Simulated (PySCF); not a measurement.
# N2 (nitrogen): levels of theory compared

Aim: a comparison of 6 runs (M06-2X/STO-3G, PBE/STO-3G, UPBE0/STO-3G, UMP2/STO-3G, NEVPT2(10,8)/STO-3G, UCCSD(T)/STO-3G) of N2 (nitrogen). 

The results are computed with PySCF 2.14.0.

15 further runs of the same task are left out: 6 that didn't finish, 9 set aside as unsound or not needed.

## (1) The molecule

N2 has 2 atoms, charge 0, and is taken as a singlet. SMILES: `N#N`. The N1–N2 distance was set to 1.308 Å, away from the relaxed value.

Bond lengths: N1–N2 1.308 Å.

## (2) A single-point energy at M06-2X/STO-3G (run 1)

Contents of mol.xyz:

```xyz
2

N      0.651726    -0.210428     0.335733
N     -0.465500     0.150300    -0.239800
```

Contents of run.py:

```python
from pyscf import gto, dft

mol = gto.M(
    atom='mol.xyz',
    max_memory=1860,
    basis='sto-3g',
    spin=0,
    verbose=4,
    charge=0,
)

calc0 = dft.RKS(mol)
calc0.xc = 'm06-2x'
calc0.conv_tol = 1e-10
calc0.grids.level = 5
calc0.kernel()
if not calc0.converged:
    calc0 = calc0.newton().run(calc0.mo_coeff, calc0.mo_occ)

e_tot = calc0.e_tot
print('E = %.10f Eh' % e_tot)
```

Run with:

```sh
$ OMP_NUM_THREADS=1 python run.py
```

The log of the run:

```text
PySCF version 2.14.0

[INPUT] num. atoms = 2
[INPUT] num. electrons = 14
[INPUT] charge = 0
[INPUT] spin (= nelec alpha-beta = 2S) = 0
[INPUT] symmetry False subgroup None
[INPUT] Mole.unit = angstrom
[INPUT] Symbol           X                Y                Z      unit          X                Y                Z       unit  Magmom
[INPUT]  1 N      0.651726000000  -0.210428000000   0.335733000000 AA    1.231583648258  -0.397651288940   0.634443420979 Bohr   0.0
[INPUT]  2 N     -0.465500000000   0.150300000000  -0.239800000000 AA   -0.879667510985   0.284025836522  -0.453156324671 Bohr   0.0

nuclear repulsion = 19.8314942374375
number of shells = 6
number of NR pGTOs = 30
number of NR cGTOs = 10
basis = sto-3g
ecp = {}

******** <class 'pyscf.dft.rks.RKS'> ********
method = RKS
initial guess = minao
damping factor = 0
level_shift factor = 0
DIIS = <class 'pyscf.scf.diis.CDIIS'>
diis_start_cycle = 1
diis_space = 8
diis_damp = 0
SCF conv_tol = 1e-10
SCF conv_tol_grad = None
SCF max_cycles = 50
direct_scf = True
direct_scf_tol = 1e-13
XC library pyscf.dft.libxc version 7.0.0
    S. Lehtola, C. Steigemann, M. J.T. Oliveira, and M. A.L. Marques.,  SoftwareX 7, 1–5 (2018)
XC functionals = m06-2x
    Y. Zhao and D. G. Truhlar.,  Theor. Chem. Acc. 120, 215 (2008)
    Y. Zhao and D. G. Truhlar.,  Theor. Chem. Acc. 120, 215 (2008)
radial grids:
    Treutler-Ahlrichs [JCP 102, 346 (1995); DOI:10.1063/1.469408] (M4) radial grids

becke partition: Becke, JCP 88, 2547 (1988); DOI:10.1063/1.454033
pruning grids: <function nwchem_prune>
grids dens level: 5
symmetrized grids: False
atomic radii adjust function: <function treutler_atomic_radii_adjust>
small_rho_cutoff = 0
Set gradient conv threshold to 1e-05
Initial guess from minao.
tot grids = 84232
init E= -107.780342618278
  HOMO = -0.302382767050488  LUMO = 0.00460727196414751  gap/eV = 8.35362
cycle= 1 E= -108.021595097245  delta_E= -0.241  |g|= 0.0662  |ddm|= 2.27
  HOMO = -0.385345812036457  LUMO = 0.0617412502357053  gap/eV = 12.16586
cycle= 2 E= -108.022901315898  delta_E= -0.00131  |g|= 0.00415  |ddm|= 0.137
  HOMO = -0.384151154630377  LUMO = 0.0642265445201237  gap/eV = 12.20098
cycle= 3 E= -108.022907638748  delta_E= -6.32e-06  |g|= 0.0003  |ddm|= 0.00997
  HOMO = -0.384070188945085  LUMO = 0.0643728482967139  gap/eV = 12.20276
cycle= 4 E= -108.022907660912  delta_E= -2.22e-08  |g|= 1.28e-07  |ddm|= 0.000614
  HOMO = -0.384070271597477  LUMO = 0.0643727760822202  gap/eV = 12.20276
cycle= 5 E= -108.022907660912  delta_E= -1.28e-13  |g|= 3.32e-08  |ddm|= 3.55e-07
  HOMO = -0.384070271319504  LUMO = 0.0643727763320059  gap/eV = 12.20276
Extra cycle  E= -108.022907660912  delta_E= -4.26e-14  |g|= 1.45e-08  |ddm|= 9.79e-08
converged SCF energy = -108.022907660912
E = -108.0229076609 Eh
```

Wall time 1.2 s (1 thread of Arm Neoverse V1, shared host); peak memory 0.15 GiB.

## (3) A single-point energy at PBE/STO-3G (run 2)

Contents of input.xyz:

```xyz
2
N2
N      0.651726    -0.210428     0.335733
N     -0.465500     0.150300    -0.239800
```

Contents of input.py:

```python
from pyscf import gto, dft

molecule = gto.Mole()
molecule.atom = 'input.xyz'
molecule.charge = 0
molecule.basis = 'sto-3g'
molecule.max_memory = 1860
molecule.verbose = 3
molecule.build()

mf = dft.RKS(molecule, xc='pbe')
mf.conv_tol = 1e-10
mf.grids.level = 5
mf.kernel()
if not mf.converged:
    mf = mf.newton().run(mf.mo_coeff, mf.mo_occ)

e_tot = mf.e_tot
print(f'total energy: {e_tot:.8f} hartree')
```

Run with:

```sh
$ OMP_NUM_THREADS=1 python input.py
```

The log of the run:

```text
converged SCF energy = -107.931404623036
total energy: -107.93140462 hartree
```

Run time: 0.98 s. Hardware: 1 thread of Arm Neoverse V1, shared host; peak memory 0.15 GiB.

Runs 3 to 5 aren't shown in full; the table further down has their settings and results.

## (4) The energy at UCCSD(T)/STO-3G (run 6)

mol.xyz is that of step 2.

Contents of calc.py:

```python
from pyscf import gto, cc

mol = gto.M(
    atom='mol.xyz',
    basis='sto-3g',
    verbose=3,
    spin=0,
    max_memory=1860,
)

mf = mol.UHF()
mf.conv_tol = 1e-10
mf.kernel()
if not mf.converged:
    mf = mf.newton().run(mf.mo_coeff, mf.mo_occ)
for _ in range(3):
    mo, _, stable, _ = mf.stability(return_status=True)
    if stable:
        break
    mf.kernel(mf.make_rdm1(mo, mf.mo_occ))

mycc = cc.CCSD(mf, frozen=2)
mycc.kernel()
e_t = mycc.ccsd_t()
energy = mycc.e_tot + e_t
print(f'total energy: {energy:.8f} hartree')
```

Run with:

```sh
$ OMP_NUM_THREADS=1 python calc.py
```

The log of the run:

```text
converged SCF energy = -107.4287275449  <S^2> = -2.6645353e-15  2S+1 = 1
<class 'pyscf.scf.uhf.UHF'> wavefunction has an internal instability
converged SCF energy = -107.491373887765  <S^2> = 1.20491  2S+1 = 2.412393
<class 'pyscf.scf.uhf.UHF'> wavefunction is stable in the internal stability analysis
E(UCCSD) = -107.652032910016  E_corr = -0.160659022250678
UCCSD(T) correction = -0.00126271679145193
total energy: -107.65329563 hartree
```

Run time: 0.86 s. Hardware: 1 thread of Arm Neoverse V1, shared host; peak memory 0.12 GiB.

## (5) All runs side by side

```csv
run,level,follow instability,integration grid,energy (Eh),dipole moment (D) of the reference,HOMO energy (eV),LUMO energy (eV),wall time
1,M06-2X/STO-3G,–,5,-108.022908,0.00,-10.45,1.75,1.2 s
2,PBE/STO-3G,–,5,-107.931405,0.00,-7.07,-1.06,0.98 s
3,UPBE0/STO-3G,yes,5,-107.921877,0.00,-8.89,0.25,2.7 s
4,UMP2/STO-3G,yes,–,-107.558514,0.00,-12.72,7.96,0.76 s
5,"NEVPT2(10,8)/STO-3G",–,–,-107.657080,0.00,-12.21,5.48,1.9 s
6,UCCSD(T)/STO-3G,yes,–,-107.653296,0.00,-12.72,7.96,0.86 s
```

## (6) Summary of results

```
                                          quantity          value
                               run 6: total energy  -107.65330 Eh
       run 6: dipole moment (Hartree–Fock density)         0.00 D
        run 6: HOMO energy (Hartree–Fock orbitals)      -12.72 eV
        run 6: LUMO energy (Hartree–Fock orbitals)        7.96 eV
      run 6: HOMO–LUMO gap (Hartree–Fock orbitals)       20.68 eV
run 6: correlation energy (2 core orbitals frozen)     -161.9 mEh
                             run 6: (T) correction      -1.26 mEh
          run 6: ⟨S²⟩ of the reference determinant          1.205
                              run 6: T1 diagnostic          0.144
```

**Reading.** Over runs 1, 2, 3 the HOMO–LUMO gap runs from 6.01 eV (PBE/STO-3G) to 12.20 eV (M06-2X/STO-3G). Totals of different functionals can't be ranked against each other. In runs 1, 2, 3, 4, 5, 6 the basis is minimal, so the values are rough. Spin contamination of the reference: run 4 ⟨S²⟩ = 1.20, run 6 ⟨S²⟩ = 1.20. Where it is this large, the reference is a mixture of spin states, and values that rest on it are in doubt. All runs together took 8.4 s, the longest 2.7 s.
